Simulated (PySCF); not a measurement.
# H4ClO+, a complex of two parts: interaction energy

The task here is to estimate one member of a computed series from the others.

Computed with PySCF 2.14.0; each step states its level. No surroundings beyond the atoms listed, unless a continuum is named. Atoms count from 0, parts from 1.

### The system as given

6 atoms, charge 1, multiplicity 1; geometry: GFN2-xTB. Parts: 1 = atoms 0–3, `[OH3+]`, charge 1; 2 = atoms 4–5, `Cl`, charge 0.

Set-up of the first run:

Job settings and geometry (Å):

```
{"job": {"xc": "PBE0", "basis": "def2-TZVPD", "d3": "d3bj", "grid": 3, "kind": "geom", "shake": 0.01}, "charge": 1, "multiplicity": 1, "parts": [{"atoms": "0-3", "charge": 1, "multiplicity": 1}, {"atoms": "4-5", "charge": 0, "multiplicity": 1}]}
O     -0.044125    -0.047348     0.179571
H     -0.645929     0.779065    -0.264973
H     -0.322223    -0.893376    -0.208796
H      0.929844     0.134263     0.095497
Cl    -1.614319     2.115222    -0.958221
H     -2.157954     2.408373     0.178426
```

Command:

```sh
OMP_NUM_THREADS=1 python cluster_run.py task.json out
```

This one command runs all jobs of the session in turn.

Among the steps run: Optimising the geometry at PBE0-D3(BJ)/def2-TZVPD; Coupled-cluster interaction energy: CCSD(T) and MP2, 1.85 Å; Coupled-cluster interaction energy: CCSD(T) and MP2, 1.95 Å; Coupled-cluster interaction energy: CCSD(T) and MP2, 2.04 Å; Coupled-cluster interaction energy: CCSD(T) and MP2, 1.76 Å; Coupled-cluster interaction energy: CCSD(T) and MP2, 2.32 Å; Coupled-cluster interaction energy: CCSD(T) and MP2, 1.67 Å; Coupled-cluster interaction energy: CCSD(T) and MP2, 2.78 Å; Coupled-cluster interaction energy: CCSD(T) and MP2, 3.71 Å.

One of the session's tables, all rows but one given; the rest of the session is left out.

It belongs to the step «Coupled-cluster interaction energy: CCSD(T) and MP2, 3.71 Å». 

```
                 method  interaction energy (kcal/mol)
         HF/aug-cc-pVDZ                          -3.50
        MP2/aug-cc-pVDZ                          -3.58
       CCSD/aug-cc-pVDZ                          -3.52
    CCSD(T)/aug-cc-pVDZ                          -3.53
         HF/aug-cc-pVQZ                          -3.46
        MP2/aug-cc-pVQZ                          -3.56
    SCS-MP2/aug-cc-pVQZ                          -3.50
      MP2, extrapolated                              ?
CCSD(T), limit estimate                          -3.52
```

**Question.** Estimate the row for MP2, extrapolated.

**Answer.** interaction energy (kcal/mol): -3.57. In the column «interaction energy (kcal/mol)» it lies between MP2/aug-cc-pVDZ (-3.58) and MP2/aug-cc-pVQZ (-3.56).
